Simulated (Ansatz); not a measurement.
Compare A (`C1=COCC1`) with its isomer B (`C1=CCOC1`).

Gas-phase electronic energies from Ansatz, PBE0-D4/def2-TZVP geometries. CCSD(T)/CBS is the MP2 limit (def2-TZVPP, def2-QZVPP) plus CCSD(T) − MP2 in def2-TZVPP, frozen cores. DFT in def2-TZVPP. B3LYP here is the variant with VWN-RPA as its local correlation; programs differ in this.

Task: Which isomer does CCSD(T)/CBS put lower? Give the gap. (An estimate is asked.)

Result: The calculation gave: A, by 13.9 kJ/mol.

Task: Give E(B) − E(A) in kJ/mol with HF/def2-TZVPP, PBE0-D4, BLYP-D4, B2PLYP, r2SCAN-D4, CCSD(T)/def2-TZVPP, B3LYP. (Estimate.)

Result: The calculation gave: HF/def2-TZVPP 5.9, PBE0-D4 15.2, BLYP-D4 16.3, B2PLYP 14.9, r2SCAN-D4 17.1, CCSD(T)/def2-TZVPP 14.6, B3LYP 13.9. None reverses the order clearly.

Task: Does the order hold for the free energy at 298.15 K (harmonic terms from PBE0-D4)? (Best estimate.)

Result: Computed: Yes: G(B) − G(A) = +14.0 kJ/mol.

Largest T1 diagnostic: 0.012.

From PBE to PBE0 (25 % exact exchange), in def2-TZVPP and without D4, E(B) − E(A) moves by −3.1 kJ/mol. In def2-TZVPP, CCSD(T) changes the Hartree–Fock value by +8.8 kJ/mol (the triples alone add +2.0 kJ/mol) and MP2 by +10.3 kJ/mol.
